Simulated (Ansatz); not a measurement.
We consider rock-salt SrO, described by LDA (Ansatz, a first-principles code, plane waves, PAW).

Total energies, extrapolated to zero smearing (they compare only within this program, potentials and cutoff; free atoms with spin allowed, lowest state found):

```tsv
system	energy (eV/atom)
rock-salt SrO, relaxed	-2001.4191
free Sr atom	-3442.4316
free O atom	-548.5492
```

Task: Work out the cohesive energy per atom.

Result: E_coh = [1 × (-3442.4316) + 1 × (-548.5492)]/2 − (-2001.4191) = 5.93 eV/atom. The reference value is 5.23 ± 0.03 eV/atom (derived here from tabulated measurements, copied from a table, unchecked, brought to a static lattice with a Debye model, atoms in their spin–orbit ground levels; inputs from the CRC Handbook), a difference of +0.70 eV/atom.

The PAW data were made under PBE.
